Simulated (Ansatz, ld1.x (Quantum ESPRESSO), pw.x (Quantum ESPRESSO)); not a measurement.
# Equation-of-state test of one RRKJ potential (mercury)

- Element: mercury (Hg)
- Generator: ld1.x (Quantum ESPRESSO) 7.5
- Type: norm-conserving RRKJ (Kleinman–Bylander form)
- Functional: PBEsol
- Relativity: scalar-relativistic
- Frozen core: [Xe] 4f14
- Valence charge: 12
- Reference configuration: 5d10 6s2 6p0
- Partial waves: 6p (bound, empty): rc 2.40 bohr; 5d (bound): rc 2.35 bohr; 6s (bound): rc 1.80 bohr
- Local potential: the s channel
- Core correction: Bessel-smoothed model core, default radius (core density twice the valence density)

Atomic tests: cutoffs needed: 35 Ry and 50 Ry (the cutoffs (Ry, on a coarse ladder) from which the occupation-weighted sum of valence levels, in a spherical-Bessel basis at the reference potential, stays within 10 and 1 mRy of its value at 400 Ry); ghost test: no extra level below or beside the all-electron valence levels (p, d, s, f tested) (spherical-Bessel basis up to 400 Ry, 20 bohr box); configuration tests: 1 of 7 tests not solved or not reliable.

Crystal test: sc Hg in pw.x 7.5, no spin, 11³ k-points, Fermi–Dirac smearing 0.01 Ry, cutoffs 60/240 Ry. The reference is all-electron LAPW (Ansatz 0.2.0) with the same functional, mesh and smearing; V0 and B0 come from Birch–Murnaghan fits to the pressures at five volumes. Errors are pseudo minus all-electron; Δ is the rms difference of the E(V) curves that follow from these fits, minima aligned, over ±6 % about the mean V0. Mesh and smearing are coarse, so the numbers serve the comparison and aren't converged zero-temperature values; the lattice is a test structure that the element need not adopt.

All-electron: a0 = 2.947 Å (V0 = 25.58 Å³/atom), B0 = 40.6 GPa.

Question: How far does the potential miss the all-electron equation of state?

Answer: mean pressure error (GPa): +1.04; a0 (Å): 2.971; a0 error (%): +0.83; B0 error (%): -5.9; Δ (meV/atom): 5.6. This is a poor potential for the solid. Atomic configuration tests: 1 of 7 tests not solved or not reliable.

| V (Å³/atom) | P all-electron (GPa) | P pseudo (GPa) |
| --- | --- | --- |
| 24.342 | 2.43 | 3.75 |
| 24.982 | 1.05 | 2.22 |
| 25.623 | -0.07 | 0.96 |
| 26.264 | -0.97 | -0.07 |
| 26.904 | -1.69 | -0.89 |

Question: At the middle volume, how do free energy and pressure move when the wave cutoff is lowered (ecutrho kept at four times it)?

Answer:

| cutoff (Ry) | shift of F (meV/atom) | shift of P (GPa) |
| --- | --- | --- |
| 27 | +822.1 | -44.03 |
| 36 | +54.5 | -0.48 |
| 48 | +1.1 | -0.05 |

Input at the middle volume:

```
&control
  calculation='scf', prefix='x', pseudo_dir='./', outdir='./tmp', tstress=.true., disk_io='none'
/
&system
  ibrav=0, nat=1, ntyp=1, ecutwfc=60, ecutrho=240, nbnd=14,
  occupations='smearing', smearing='fd', degauss=0.01
/
&electrons
  conv_thr=1e-09, mixing_beta=0.4, electron_maxstep=70
/
ATOMIC_SPECIES
Hg 1.0 Hg.UPF
CELL_PARAMETERS angstrom
  2.94810757 0.00000000 0.00000000
  0.00000000 2.94810757 0.00000000
  0.00000000 0.00000000 2.94810757
ATOMIC_POSITIONS crystal
Hg 0.0000 0.0000 0.0000
K_POINTS automatic
11 11 11 0 0 0
```

```bash
pw.x < Hg.scf.in > Hg.scf.out
```

Lines of the output:

```
Message from routine setup:
     using ibrav=0 with symmetry is DISCOURAGED, use correct ibrav instead
     lattice parameter (alat)  =       5.5711  a.u.
     unit-cell volume          =     172.9126 (a.u.)^3
     number of electrons       =        12.00
     number of Kohn-Sham states=           14
     kinetic-energy cutoff     =      60.0000  Ry
     charge density cutoff     =     240.0000  Ry
     scf convergence threshold =      1.0E-09
     Exchange-correlation= PBESOL
     number of k points=    56  Fermi-Dirac smearing, width (Ry)=  0.0100
     iteration #  1     ecut=    60.00 Ry     beta= 0.40
     total energy              =    -129.70507947 Ry
     estimated scf accuracy    <       0.01433844 Ry
     iteration #  2     ecut=    60.00 Ry     beta= 0.40
     total energy              =    -129.70662675 Ry
     estimated scf accuracy    <       0.00088402 Ry
     iteration #  3     ecut=    60.00 Ry     beta= 0.40
     total energy              =    -129.70675029 Ry
     estimated scf accuracy    <       0.00008742 Ry
     iteration #  4     ecut=    60.00 Ry     beta= 0.40
     total energy              =    -129.70675221 Ry
     estimated scf accuracy    <       0.00000038 Ry
     iteration #  5     ecut=    60.00 Ry     beta= 0.40
     total energy              =    -129.70675226 Ry
     estimated scf accuracy    <       0.00000004 Ry
     iteration #  6     ecut=    60.00 Ry     beta= 0.40
     the Fermi energy is    10.5514 ev
!    total energy              =    -129.70675226 Ry
     estimated scf accuracy    <          8.9E-10 Ry
     smearing contrib. (-TS)   =      -0.00130159 Ry
     The total energy is F=E-TS. E is the sum of the following terms:
     one-electron contribution =      -7.74434348 Ry
     hartree contribution      =      15.17443597 Ry
     xc contribution           =     -63.79820017 Ry
     ewald contribution        =     -73.33734300 Ry
     convergence has been achieved in   6 iterations
          total   stress  (Ry/bohr**3)                   (kbar)     P=        9.59
     Message from routine punch:
     Nothing written, as per user request (disk_io='none')
```

The run at the middle volume (56 k-points, 6 iterations) took about 8.9 s on one core of a shared host (Neoverse-V1, 32 threads, 247 GiB, load 20).
